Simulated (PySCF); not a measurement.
Compound: C₂H₇PS.
Cartesian coordinates in Å at the GFN2-xTB level; atoms count from 1:
```xyz
11
C2H7PS angstrom
C     -1.419   -0.189    0.432
P      0.069    0.753   -0.071
C      1.344   -0.517   -0.410
S      0.602    2.171    1.126
H     -1.670   -0.955   -0.297
H     -2.248    0.509    0.544
H     -1.217   -0.645    1.403
H     -0.279    1.150   -1.368
H      2.229   -0.021   -0.806
H      1.607   -0.990    0.537
H      0.987   -1.263   -1.115
```

Theory: TDDFT CAM-B3LYP/def2-SVPD, vertical, gas phase, core orbitals frozen in the response in PySCF 2.14.0, density-fitted response routines.

| state | E (eV) | λ (nm) | ν̃ (cm⁻¹) | f | main configurations (H = HOMO, L = LUMO) |
| --- | --- | --- | --- | --- | --- |
| S1 | 5.83 | 212.8 | 47000 | 0.0026 | H→L (60%), H→L+1 (31%) |
| S2 | 6.00 | 206.8 | 48360 | 0.025 | H-1→L (48%), H-1→L+1 (39%) |
| S3 | 6.14 | 201.9 | 49540 | 0.061 | H→L+3 (40%), H→L+1 (29%), H→L (19%) |
| S4 | 6.15 | 201.7 | 49570 | 0.045 | H-1→L+3 (42%), H-1→L (28%), H-1→L+1 (18%) |
| S5 | 6.36 | 195.0 | 51270 | 0.020 | H-1→L+2 (67%), H-1→L+5 (11%), H-1→L+8 (11%) |
| S6 | 6.57 | 188.8 | 52980 | 0.047 | H→L+2 (52%), H-1→L+4 (18%) |
| S7 | 6.75 | 183.6 | 54460 | 0.013 | H→L+4 (34%), H→L+3 (28%), H→L+1 (15%) |
| S8 | 6.89 | 179.8 | 55610 | 0.070 | H-1→L+3 (40%), H-1→L+1 (33%), H→L+2 (10%) |

Triplets, Tamm–Dancoff:

```csv
state,E (eV),λ (nm),"main configurations (H = HOMO, L = LUMO)"
T1,5.41,229.0,"H-1→L+1 (52%), H-1→L (24%), H-1→L+3 (10%)"
T2,5.47,226.6,"H→L+1 (53%), H→L+3 (21%), H→L (12%)"
T3,5.75,215.6,"H-1→L (40%), H-1→L+3 (34%)"
```

The lowest singlet comes at 213 nm (562 kJ/mol) in the ultraviolet; it is very weak; its leading configuration is HOMO→LUMO (60%). The strongest level in the table is S8 at 6.89 eV (180 nm, f = 0.070). It is the last of those listed, so stronger ones may follow. S3/S4 lie within about 0.01 eV of each other. Löwdin shares by element: HOMO (one of a set within 0.03 eV) sulfur 75%, phosphorus 14%, carbon 8%; LUMO carbon 34%, sulfur 15%, hydrogen 9% or more (atoms not listed hold the other 42%). Orbital energies (eV): HOMO-3 -12.09, HOMO-2 -11.14, HOMO-1 -7.82, HOMO -7.79, LUMO 0.95, LUMO+1 1.62, LUMO+2 1.63. Weighted by f, the mean energy of these states is 6.43 eV. The oscillator strengths of these states sum to 0.285; summed over the whole spectrum of an exact calculation they would give the number of electrons, 50 (Thomas–Reiche–Kuhn). No computed singlet lies in the visible range (380 to 750 nm); the lowest, at 213 nm, stands 2.56 eV above its violet end (3.26 eV). Singlets were solved by full linear response, triplets in the Tamm–Dancoff approximation.
